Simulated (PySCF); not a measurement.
**PC: basis, grid and Hamiltonian**

Which parts of the numerical set-up matter for PC? Each run edits the base script.

The runs use PySCF 2.14.0; each script names its method and basis.

3 further runs of the same task are left out: 3 that didn't finish.

## 1. The system as given

PC: 2 atoms, charge 0, spin multiplicity 2.

Bond lengths: P1–C2 1.597 Å.

## 2. The base run

Input file input.py:

```python
from pyscf import gto, scf, ci

mol = gto.M(
    atom='P 0 0 0; C 0 0 1.597',
    basis='pcseg-1',
    charge=0,
    spin=1,
    verbose=4,
)
mf = scf.UHF(mol)
mf = mf.newton()
mf.kernel()
ci.CISD(mf, frozen=6).kernel()
mf.dip_moment()
print('orbital energies (hartree):', [e[max(0, n-3):n+3].round(4) for e, n in zip(mf.mo_energy, mol.nelec)])
```

Started as:

```sh
> python input.py
```

The log of this run is left out.

It gives: E(SCF) = -378.442977 Eh, 5 macro-iterations, E(CISD) − E(SCF) = -0.18293 Eh, ⟨S²⟩ = 1.705, μ = 0.15 D (of the SCF density).

⟨S²⟩ = 1.71 against 0.75 for a pure state: the determinant is spin-contaminated. The bond length is a typed value, not an optimised one.

## 3. 6-311++g**

Variant 1 changes basis set: pcseg-1 → 6-311++g**.

Input file input.py:

```python
from pyscf import gto, scf, ci

mol = gto.M(
    atom='P 0 0 0; C 0 0 1.597',
    basis='6-311++g**',
    charge=0,
    spin=1,
    verbose=4,
)
mf = scf.UHF(mol)
mf = mf.newton()
mf.kernel()
ci.CISD(mf, frozen=6).kernel()
mf.dip_moment()
print('orbital energies (hartree):', [e[max(0, n-3):n+3].round(4) for e, n in zip(mf.mo_energy, mol.nelec)])
```

Started as:

```sh
> python input.py
```

## 4. Density fitting auto

Variant 2 changes density fitting: none → auto.

Changes to input.py since step 2:

```diff
@@ -10,2 +10,3 @@
 mf = scf.UHF(mol)
+mf = mf.density_fit()
 mf = mf.newton()
```

## 5. Density fitting def2-universal-jkfit

Variant 3 changes density fitting: none → def2-universal-jkfit.

Changes to input.py since step 2:

```diff
@@ -10,2 +10,3 @@
 mf = scf.UHF(mol)
+mf = mf.density_fit(auxbasis='def2-universal-jkfit')
 mf = mf.newton()
```

## 6. Sto-3g

Variant 4 changes basis set: pcseg-1 → sto-3g.

Changes to input.py since step 2:

```diff
@@ -4,3 +4,3 @@
     atom='P 0 0 0; C 0 0 1.597',
-    basis='pcseg-1',
+    basis='sto-3g',
     charge=0,
```

Before running it: what results should come out? Wanted: for each run, E(SCF); from base; gap, α spin; SCF dipole; after the SCF.

**Answer**, as computed:

```csv
run,E(SCF) (hartree),from base (eV),cycles,"gap, α spin (eV)",SCF dipole (D),functions,after the SCF
base,-378.442977,0,5 macro,14.22,0.15,32,"CISD correlation -4.978 eV, core frozen"
6-311++g**,-378.495740,-1.4358,6 macro,13.83,0.11,52,"CISD correlation -5.163 eV, core frozen"
density fitting auto,-378.442968,+0.0002,6 macro,14.22,0.15,32,"CISD correlation -4.978 eV, core frozen"
density fitting def2-universal-jkfit,-378.442952,+0.0007,6 macro,14.23,0.15,32,"CISD correlation -4.981 eV, core frozen"
sto-3g,-374.184454,+115.8803,6 macro,16.94,0.03,14,"CISD correlation -2.336 eV, core frozen"
```

**Reading.** The largest comparable shift of the SCF energy, +115.880 eV, comes with the run “sto-3g”. 6-311++g** (52 functions) gives an energy 1.44 eV lower than pcseg-1 (32). sto-3g (14 functions) gives an energy 115.88 eV higher than pcseg-1 (32).
